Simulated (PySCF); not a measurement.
Worked example: the step energy

An elementary step of CH₇BO, closed shell (BH₃O ([BH2][OH]) + CH₄ → CH₅B ([BH2][CH3]) + H₂O (still joined by a long B–O bond); B–O, H–C broken or loosened, B–C, O–H formed or tightened). “Start” and “end” are the PBE0-D4/def2-TZVP structures reached by relaxing down either side of its saddle point, with the molecules still in contact.

PySCF 2.14 with density fitting (its default auxiliary sets; JK sets also for MP2 and CCSD(T)); basis: def2-TZVPP and def2-QZVPP; cores frozen in the correlated methods.

Energies in eV:

| quantity | end | start |
| --- | --- | --- |
| Hartree–Fock, triple zeta (X = 3) | -3851.32227 | -3852.76612 |
| Hartree–Fock, quadruple zeta (X = 4) | -3851.51253 | -3852.97065 |
| MP2 correlation, X = 3 | -15.33469 | -14.92471 |
| MP2 correlation, X = 4 | -16.35270 | -15.92916 |
| CCSD(T) correlation, X = 3 | -16.88038 | -16.49435 |

(1) Work out the step energy at the basis limit: extrapolate Hartree–Fock as E(X) = E∞ + A exp(−7.88 √X) and the MP2 correlation as E(X) = E∞ + B X^−2.97 (the exponents that Neese and Valeev fitted for def2-TZVPP and QZVPP), then add CCSD(T) − MP2 in triple zeta.

No T1 diagnostic of these runs exceeds 0.013.

## Answers

(1) Each step is linear, so take the differences first (end − start): Hartree–Fock 1.44385 (X = 3) and 1.45812 (X = 4); MP2 correlation -0.40998 and -0.42354; CCSD(T) correlation -0.38603.
Two points give E∞ = E(4) + w [E(4) − E(3)], with w = 1/(exp(7.88 (2 − √3)) − 1) = 0.1377 for Hartree–Fock and w = 1/((4/3)^2.97 − 1) = 0.7407 for the correlation.
Hartree–Fock: 1.45812 + 0.1377 × 0.01427 = 1.4601 eV.
MP2 correlation: -0.42354 + 0.7407 × (-0.01356) = -0.4336 eV.
CCSD(T) − MP2: -0.38603 − (-0.40998) = 0.0240 eV.
Sum: 1.4601 + (-0.4336) + 0.0240 = 1.0505 eV, or 24.23 kcal/mol. Plain CCSD(T) in triple zeta gives 1.0578 eV, so the larger basis shifts the result by -0.0073 eV.

Labels in which every atom is bracketed show which atoms are joined, not bond orders.

For scale, one of the runs: CCSD(T)/def2-TZVPP, 191 basis functions, launched by `OMP_NUM_THREADS=4 python run.py`. Hardware: 4 CPU threads of an Intel Xeon, shared host. Wall time 5.6 min; peak host memory 2 GiB.
